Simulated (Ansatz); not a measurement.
**Low-lying states of F₂**

Calculated in Ansatz's Gaussian-basis code. State-averaged CASSCF with equal weights; occupations are averaged over the states; levels count from the state that is lowest in CASSCF. Solutions may break the symmetry of the shape. Lower solutions, or ones in other orbitals, may exist. CASSCF levels without dynamic correlation can be off by over 1 eV. The average may hold one member of a degenerate pair alone.

Geometry: bond length 1.2708 Å.

Basis cc-pVTZ, nonrelativistic, 2 orbitals frozen in the corrections; active space CAS(10,6). Averaged: 3 singlets.

Task: Give the levels in order.

Result: 

```tsv
state	CASSCF (eV)
singlet	0.000
singlet	7.336
singlet	7.336
```

Occupations: 1.98, 1.98, 1.94, 1.69, 1.69, 0.73.

Same geometry.

Basis cc-pVTZ, nonrelativistic, 2 orbitals frozen in the corrections; active space CAS(10,6). Averaged: 1 singlet, 1 triplet.

Task: Give the levels in order, with their spins.

Result: 

| state | CASSCF (eV) |
| --- | --- |
| singlet | 0.000 |
| triplet | 6.087 |

Occupations: 2.00, 2.00, 1.98, 1.94, 1.52, 0.56.

Geometry: bond length 1.3765 Å.

Basis cc-pVDZ, nonrelativistic, 2 orbitals frozen in the corrections; active space CAS(14,8). Averaged: 2 singlets.

Task: Give the levels in order.

Result: 

```json
{"state": "singlet", "CASSCF (eV)": "0.000", "SC-NEVPT2 (eV)": "0.000"}
{"state": "singlet", "CASSCF (eV)": "5.198", "SC-NEVPT2 (eV)": "5.282"}
```

Occupations: 2.00, 2.00, 2.00, 2.00, 1.95, 1.89, 1.55, 0.61.
